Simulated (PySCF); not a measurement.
Breaking a bond: SMILES NC, singlet. The N2–H7 bond (N2 also carries C, H; H7 carries nothing else) is pulled apart rigidly from the PBE0/def2-TZVP optimised geometry.

Levels of theory: RCCSD(T) = CCSD(T) on RHF/cc-pVDZ, 2 core orbitals frozen run with PySCF; RKS-BLYP = restricted BLYP/cc-pVDZ (PySCF); UCCSD(T) = PySCF with CCSD(T) on UHF/cc-pVDZ, 2 core orbitals frozen.

Energies relative to the lowest point of each curve near equilibrium, in kJ/mol:

```tsv
R / Å	RCCSD(T)	RKS-BLYP
0.85	93.3	94.6
0.96	9.2	10.7
1.01	0.0	0.6
1.04	0.2	0.0
1.07	3.9	2.7
1.12	15.8	12.8
1.18	37.2	31.6
1.25	68.1	59.4
1.38	132.8	118.5
1.83	319.4	305.2
2.22	386.7	410.0
3.04	370.8	515.6
```

Question: Estimate the UCCSD(T) values at these points.

Answer: 0.85: 93.3; 0.96: 9.2; 1.01: 0.0; 1.04: 0.2; 1.07: 3.9; 1.12: 15.8; 1.18: 37.2; 1.25: 68.1; 1.38: 132.8; 1.83: 328.9; 2.22: 405.5; 3.04: 421.8 (kJ/mol).

The T1 diagnostic of CCSD on the restricted reference of RCCSD(T) exceeds 0.045 at 2.48 to 3.54 Å. At the longest distance RKS-BLYP leaves fractional charges on the fragments, a sign of delocalisation error or of the restricted form. The restricted form behind RKS-BLYP keeps the bonding electrons paired and can't separate into open-shell fragments. The unrestricted determinant behind UCCSD(T) is spin-contaminated at 1.51 to 3.54 Å (<S²> up to 1.0, against 0.00 for a pure singlet).
